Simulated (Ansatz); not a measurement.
**CH4S: one species, many methods**

An exercise on one series of results from a longer session: the logs are not shown, and one member is left open.

Method: functionals in def2-TZVPP, the program's frozen cores in correlated methods; program: Ansatz 0.2.0, Gaussian basis.

Levels to be run: LDA (SPW92), PBE-D4, revPBE-D4, BLYP-D4, r2SCAN-D4, B97M-V, PBE0-D4, B3LYP-D4, r2SCANh-D4, r2SCAN0-D4, HSE06-D4, BHLYP-D4, CAM-B3LYP-D4, LC-ωPBE, ωB97X-V, ωB97M-V, B2PLYP, PBE-QIDH; CCSD(T)/def2-SVP; CCSD(T)/def2-TZVPP; CCSD(T)/def2-QZVPP; extrapolation to the limit; RPA on PBE.

## The geometry

The geometry comes from an earlier relaxation with PBE0-D4 in a triple-zeta def2 set; it is a stationary point.

6 atoms, charge 0, spin multiplicity 1.

Atoms are counted from 1 here; the program's logs count them from 0.

Bond lengths: C1–S2 1.806 Å, C1–H3 1.089 Å, C1–H4 1.090 Å, C1–H5 1.089 Å, S2–H6 1.342 Å. Angles: S2–C1–H3 111.5°, S2–C1–H4 106.2°, S2–C1–H5 111.5°, H3–C1–H4 108.6°, H3–C1–H5 110.3°, H4–C1–H5 108.6°, C1–S2–H6 97.1°.

The first run:

in.yaml

```yaml
crystal:
  periodic: [false, false, false]
  atoms:
    - {symbol: C, position_ang: [-0.144726, -0.282396, -0.375086]}
    - {symbol: S, position_ang: [0.565118, 0.041781, 1.253919]}
    - {symbol: H, position_ang: [-1.183620, 0.040448, -0.429978]}
    - {symbol: H, position_ang: [-0.109401, -1.363233, -0.511793]}
    - {symbol: H, position_ang: [0.439055, 0.186598, -1.166150]}
    - {symbol: H, position_ang: [0.433563, 1.376810, 1.229078]}
basis:
  gaussian: {orbitals: def2-TZVPP}
hamiltonian: {xc: lda}
output: {orbitals: {seedname: orbitals}}
```

On the command line:

```console
> ansatz run in.yaml --threads 4 --pin off --events-out ev --progress --plain --max-ram 10444MiB
```

Steps of the session up to this table: LDA; PBE-D4 (GGA); revPBE-D4 (GGA); BLYP-D4 (GGA); r2SCAN-D4 (meta-GGA); B97M-V (meta-GGA); B3LYP-D4 (hybrid); r2SCANh-D4 (hybrid); r2SCAN0-D4 (hybrid); HSE06-D4 (hybrid); BHLYP-D4 (hybrid); CAM-B3LYP-D4 (range-separated); LC-ωPBE (range-separated); ωB97X-V (range-separated); ωB97M-V (range-separated); B2PLYP (double hybrid); PBE-QIDH (double hybrid).

One table of the session follows, with a row left open; its other results are not shown here.

It belongs to the step «Orbital energies across the functionals». 

| functional | HOMO (eV) | LUMO (eV) | gap (eV) |
| --- | --- | --- | --- |
| LDA (SPW92) | -5.60 | -0.53 | 5.06 |
| PBE-D4 | -5.51 | -0.40 | 5.11 |
| revPBE-D4 | -5.47 | -0.35 | 5.13 |
| BLYP-D4 | -5.37 | -0.36 | 5.00 |
| r2SCAN-D4 | -5.77 | 0.03 | 5.80 |
| B97M-V | -5.86 | -0.18 | 5.67 |
| PBE0-D4 | -6.77 | 0.52 | 7.30 |
| B3LYP-D4 | -6.54 | 0.21 | 6.75 |
| r2SCANh-D4 | -6.24 | 0.37 | 6.60 |
| r2SCAN0-D4 | -6.94 | 0.84 | 7.78 |
| HSE06-D4 | -6.37 | 0.15 | 6.51 |
| BHLYP-D4 | -7.90 | 1.31 | 9.22 |
| CAM-B3LYP-D4 | ? | ? | ? |
| LC-ωPBE | -9.57 | 2.76 | 12.33 |
| ωB97X-V | -9.19 | 2.58 | 11.77 |
| ωB97M-V | -9.02 | 2.25 | 11.27 |

Q: Estimate the row for CAM-B3LYP-D4 from the others.

As computed: HOMO (eV): -8.14; LUMO (eV): 1.46; gap (eV): 9.60. In the column «HOMO (eV)» it lies between ωB97M-V (-9.02) and BHLYP-D4 (-7.90).
